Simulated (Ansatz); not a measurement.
# BSi2H (triplet): from Hartree-Fock to the top rungs, cc-pVDZ

An exercise on one series of results from a longer session: the logs are not shown, and one member is left open.

Computed with Ansatz 0.2.0, Gaussian basis. Level: cc-pVDZ, core rule «outside noble gas», up to 11 orbitals frozen.

The runs, in order: UHF; CCSD(T) on ROHF; CCSD(T) on UHF; BCCD(T) on ROHF; CISD as a restricted active space (open shells left free, so some higher excitations enter); CCSDT(Q) on ROHF; CCSDT(Q) on UHF; CASSCF and NEVPT2, 10 electrons in 10 orbitals.

25 further runs of the same task are left out: 9 that didn't finish, 16 set aside as unsound or not needed. Runs told in other sessions of the task aren't counted.

## The system

The geometry is a PBE0/def2-TZVP stationary point (not a proven minimum).

4 atoms, charge 0, spin multiplicity 3.

Atoms are counted from 1 here; the program's logs count them from 0.

Bond lengths: B1–Si2 1.951 Å, B1–Si3 1.944 Å, Si2–Si3 2.172 Å, Si2–H4 1.491 Å. Angles: Si2–B1–Si3 67.8°, B1–Si2–Si3 56.0°, B1–Si2–H4 129.0°, Si3–Si2–H4 175.1°, B1–Si3–Si2 56.3°.

The first run:

Contents of in.yaml:

```yaml
crystal:
  periodic: [false, false, false]
  atoms:
    - {symbol: B, position_ang: [0.000000, -1.358854, -0.090412]}
    - {symbol: Si, position_ang: [0.000000, 0.218790, 1.056852]}
    - {symbol: Si, position_ang: [0.000000, 0.293674, -1.113422]}
    - {symbol: H, position_ang: [0.000000, 0.295418, 2.546020]}
basis:
  gaussian: {orbitals: cc-pVDZ}
magnetization: {spin_polarized: true, initial_magnetization: 2}
hamiltonian: {xc: hf}
output: {orbitals: {seedname: orbitals}}
```

Launch:

```sh
$ ansatz run in.yaml --threads 1 --pin off --events-out ev --progress --plain --max-ram 2393MiB
```

Steps of the session up to this table: UHF; CCSD(T) on ROHF; CCSD(T) on UHF; BCCD(T) on ROHF; CISD as a restricted active space (open shells left free, so some higher excitations enter); CCSDT(Q) on ROHF; CCSDT(Q) on UHF; CASSCF and NEVPT2, 10 electrons in 10 orbitals.

One table of the session follows, with a row left open; its other results are not shown here.

```
         method  from UCCSDT(Q) (meV)
           ROHF               +7979.5
            UHF               +7698.9
           RMP2               +1335.5
           UMP2               +1443.5
           CISD               +1384.0
          RCCSD                +565.8
          UCCSD                     ?
       RCCSD(T)                 +89.0
       UCCSD(T)                 +94.6
        BCCD(T)                 +84.9
         RCCSDT                 +48.8
         UCCSDT                 +46.1
      RCCSDT(Q)                  +2.8
      UCCSDT(Q)                     0
CASSCF frontier               +5539.7
NEVPT2 frontier               +1310.0
```

Q: Estimate the row for UCCSD from the others.

As computed: from UCCSDT(Q) (meV): +554.0. In the column «from UCCSDT(Q) (meV)» it lies between UCCSD(T) (+94.6) and RCCSD (+565.8).

With the free atoms at the same levels and basis (separate runs), the atomisation energy is 8.858 eV at UCCSDT(Q), 8.805 eV at RCCSD(T), 8.797 eV at UCCSD(T), 6.358 eV at ROHF.

To keep in mind: Restricted and unrestricted rows rest on different reference determinants; a gap between their highest levels can come from leftover correlation error, from unlike frozen cores or from another state.
